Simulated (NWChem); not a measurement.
# CH cation, singlet

All runs: NWChem. Low-valent species are run as closed-shell singlets; no triplet was tried in these runs. Geometry: optimised at PBE0-D3(BJ)/def2-TZVP. Solvent water, SMD (1 M gas to 1 M solution), gas-phase geometry. Reactions with the solvent are ignored.

```csv
level,basis functions,solvation free energy (kcal/mol),cavity-dispersion-structure term (kcal/mol)
PBE0/cc-pVDZ,19,-85.7,6.1
PBE0/aug-cc-pVDZ,32,-85.6,6.1
PBE0/cc-pVTZ,44,-85.6,6.1
PBE0/aug-cc-pVTZ,69,-85.6,6.1
PBE0/cc-pVQZ,85,-85.6,6.1
```
